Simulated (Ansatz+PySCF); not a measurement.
The numbers below are computed, except where a source is named.
Input for Ansatz (development build ahead of 0.2.0):

```yaml
crystal:
  periodic: [false, false, false]
  atoms:
    - { symbol: C, position_ang: [0.0, 0.03418, -0.36856] }
    - { symbol: "N", position_ang: [0.0, 0.60371, 0.95079] }
    - { symbol: H, position_ang: [0.0, -0.17687, 1.61665] }
    - { symbol: H, position_ang: [0.0, 0.81868, -1.12574] }
    - { symbol: H, position_ang: [0.91728, -0.63985, -0.53657] }
    - { symbol: H, position_ang: [-0.91728, -0.63985, -0.53657] }
basis:
  gaussian: { orbitals: cc-pVTZ }
magnetization:
  initial_magnetization: 1
hamiltonian:
  xc: hf
correlation:
  method: mp2
  frozen_orbitals: { C: 1, H: 0, "N": 1 }
output:
  forces: true
```

The input is written out in the form of the current development build from the run's settings. Correlation on restricted open-shell orbitals is semicanonical, with singles.

The run gave:

```
Converged                                                          : yes
Reference energy                                                   : -94.62094 hartree
Correlation energy                                                 : -0.36214 hartree
Total energy                                                       : -94.98308 hartree
Spin squared of the determinant                                    : 0.750
Stability test                                                     : minimum among restricted orbitals
Occupied orbitals by symmetry in an Abelian subgroup (alpha; beta) : 7 A' 2 A''; 7 A' 1 A''
```

Forces (eV/Å):
```
atom      Fx      Fy      Fz
  C1   0.000  -1.655  -0.468
  N2   0.000  -0.119   0.118
  H3   0.000   0.119  -0.204
  H4   0.000  -0.143   0.100
  H5  -1.252   0.899   0.226
  H6   1.252   0.899   0.226
```
